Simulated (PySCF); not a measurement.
Geometries of 2 isomers of C4H5PS, from PySCF, PBE0-D3(BJ)/def2-SVP geometry optimisation, gas phase. One conformer each, no zero-point energy, no frequencies.

Problem. Which is lower in electronic energy at this level?
A.
```xyz
11
angstrom
S      2.639   -0.116    1.557
P      1.308   -0.257    0.154
C      0.374    1.205   -0.392
C     -0.941    0.929   -0.347
C     -1.278   -0.429    0.121
C     -0.220   -1.199    0.432
H      1.758   -0.793   -1.094
H      0.830    2.148   -0.693
H     -1.722    1.643   -0.622
H     -2.317   -0.758    0.209
H     -0.250   -2.221    0.812
```
B.
```xyz
11
angstrom
C      2.618   -0.666   -0.301
C      1.506   -0.193   -0.417
P     -0.064    0.546   -0.674
S     -0.297    1.776   -2.146
C     -0.889    0.582    0.933
C     -1.291   -0.584    0.017
H      3.602   -1.088   -0.199
H     -1.623    1.385    1.059
H     -0.302    0.357    1.828
H     -2.282   -0.527   -0.444
H     -0.979   -1.594    0.299
```

Solution. A. That is `S=[PH]1C=CC=C1`, 42.4 kcal/mol below the other.

```
        SMILES                    atoms numbered as above      E (Eh)  relative (kcal/mol)  relative (kJ/mol)  dipole (D)
S=[PH]1C=CC=C1   [S:1]=[PH:2]1[CH:3]=[CH:4][CH:5]=[CH:6]1  -894.15883                  0.0                0.0        4.52
  C#CP1(=S)CC1  [CH:1]#[C:2][P:3]1(=[S:4])[CH2:5][CH2:6]1  -894.09128                 42.4              177.4        4.14
```

As drawn, the lower has a C=C bond outside aromatic rings, which the higher lacks; the higher has a three-membered ring and a C≡C bond, which the lower lacks.
